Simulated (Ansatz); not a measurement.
A made-up structure of CH2BSi (charge +1), singlet:

| atom | x (Å) | y (Å) | z (Å) |
| --- | --- | --- | --- |
| B1 | -1.5086 | 1.0362 | 0.8285 |
| C2 | -0.4745 | -0.1067 | -0.0193 |
| Si3 | 0.9186 | -0.0512 | -0.1296 |
| H4 | -1.0214 | -0.9333 | -0.4961 |
| H5 | 2.3313 | 0.0773 | -0.1949 |

It is relaxed with PBE-D4/def2-SVP and then PBE0-D4/def2-TZVP (Ansatz 0.2.0). Atoms count as bonded within 1.22 times the sum of their covalent radii (H–H: 0.88 Å). The end point is not checked to be a true minimum.

Q: Does its bonding change? (Judge from chemistry; the calculation decides.)

A: The calculation gives: No: no bond forms or breaks.

Where it ends: The first stage lowers the energy by 3.21 eV in 11 steps. It ends as CH₂BSi ([B][CH][SiH]), total charge +1:
```xyz
5
angstrom
B -1.1959 0.9529 0.7395
C -0.5629 -0.1609 -0.0445
Si 1.0922 -0.3764 -0.3570
H -1.3824 -0.8096 -0.3770
H 2.2943 0.4163 0.0277
```

Labels in which every atom is bracketed show which atoms are joined, not bond orders.

For scale, one of the runs: PBE0-D4/def2-TZVP relaxation, 111 basis functions, launched by `ansatz run in.yaml --threads 2 --pin off --events-out ev --progress --plain --max-ram 4352MiB`. Hardware: 2 CPU threads of an Arm Neoverse V2, shared host. Wall time about 9 s.
